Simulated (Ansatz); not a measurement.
Two shapes of singlet C₆H₆.

Shape 1:

```xyz
12

C     1.4517   -0.0375   -0.0523
C     0.7282    1.1882    0.0259
C    -0.6711    1.1787   -0.0478
C    -1.4368    0.0097   -0.0548
C    -0.6649   -1.1550    0.0019
C     0.6795   -1.1920   -0.0283
H     2.4273    0.0127   -0.0054
H     1.2141    2.0999    0.0188
H    -1.1909    2.2083   -0.0573
H    -2.5081    0.0170    0.0043
H    -1.2117   -2.0911    0.0385
H     1.1880   -2.1557   -0.0191
```

Shape 2:

```xyz
12

C     1.3924    0.0027   -0.0043
C     0.6948    1.2083   -0.0040
C    -0.7000    1.2039   -0.0014
C    -1.3924   -0.0006   -0.0014
C    -0.7038   -1.2102   -0.0035
C     0.6958   -1.2083    0.0039
H     2.4821    0.0013    0.0047
H     1.2374    2.1527   -0.0003
H    -1.2433    2.1475   -0.0001
H    -2.4775    0.0022   -0.0026
H    -1.2409   -2.1530    0.0027
H     1.2379   -2.1445    0.0024
```

Basis set: cc-pVDZ (spherical functions). Correlated methods keep 6 orbitals frozen. Charge 0, multiplicity 1.

Computed with Ansatz (development build ahead of 0.2.0); each method stands on the lowest determinant of its kind that the runs found.

(1) Which shape is lower in energy, and by how much in each method?

Answers

(1)

```
 method  E(2) − E(1) (eV)
    RHF            -0.665
RHF-MP2            -0.695
```

Shape 2 is lower. Caution: no unrestricted run beside it, a lower state can exist.
